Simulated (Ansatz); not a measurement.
These are frozen-core CCSD(T)/cc-pVTZ // B3LYP-D3(BJ)/def2-TZVP in Ansatz (an electronic-structure program) values and carry that method's errors.

Ansatz 0.2 input:
```yaml
crystal:
  periodic: [false, false, false]
  atoms:
    - { symbol: C, position_ang: [1.927108, 0.355726, 0.387401] }
    - { symbol: C, position_ang: [0.873133, -0.407613, 0.129212] }
    - { symbol: C, position_ang: [-0.325213, 0.010218, -0.665758] }
    - { symbol: C, position_ang: [-1.622066, -0.057505, 0.147596] }
    - { symbol: H, position_ang: [1.99496, 1.37128, 0.012772] }
    - { symbol: H, position_ang: [2.759997, -0.003549, 0.978147] }
    - { symbol: H, position_ang: [0.845041, -1.419364, 0.528533] }
    - { symbol: H, position_ang: [-0.422052, -0.644204, -1.539444] }
    - { symbol: H, position_ang: [-0.175617, 1.023406, -1.047599] }
    - { symbol: H, position_ang: [-2.4825, 0.223408, -0.462263] }
    - { symbol: H, position_ang: [-1.57731, 0.61564, 1.005525] }
    - { symbol: H, position_ang: [-1.795483, -1.06744, 0.52588] }
basis:
  gaussian: { orbitals: cc-pVTZ }
correlation:
  method: ccsd_t
```

Output:

```
Functional definition: HF
1298 factors; integrals over basis functions are off by at most 9.3e-4 eV
mean field evaluation 1: about -4246.3694 eV, gradient 3.3e1 eV
mean field evaluation 2: about -4246.3700 eV, gradient 3.3e1 eV
mean field evaluation 4: about -4249.4012 eV, gradient 3.4e0 eV
mean field evaluation 8: about -4249.4403 eV, gradient 1.3e-4 eV
mean field evaluation 16: about -4249.4426 eV, gradient 2.1e-1 eV
mean field -4249.44027880 eV, -156.1640498719 hartree, gradient 2.0e-6 eV, S^2 0.000000; 0 other end points of the search recorded, 0 dependent functions left out
4 core orbitals not correlated
reference -4249.44027880 eV, -156.1640498719 hartree; 12, 12 occupied and 216, 216 virtual orbitals, 1298 factors
second order -18.60082864 eV of doubles, -0.00000000 eV of singles
cycle   1  -19.24374224 eV  change   -6.4e-1 eV  update   8.5e-2
cycle   2  -19.72012694 eV  change   -4.8e-1 eV  update   2.6e-2
cycle   3  -19.79796909 eV  change   -7.8e-2 eV  update   1.1e-2
cycle   4  -19.79613475 eV  change    1.8e-3 eV  update   2.9e-3
cycle   5  -19.79686815 eV  change   -7.3e-4 eV  update   9.7e-4
cycle   6  -19.79697396 eV  change   -1.1e-4 eV  update   2.7e-4
cycle   7  -19.79692554 eV  change    4.8e-5 eV  update   7.0e-5
cycle   8  -19.79693440 eV  change   -8.9e-6 eV  update   2.9e-5
perturbative correction -0.81762032 eV, -0.0300469925 hartree
Total energy: -4270.05483352 eV, -156.9216207848 hartree
```

Cost: very roughly 9 core-minutes.
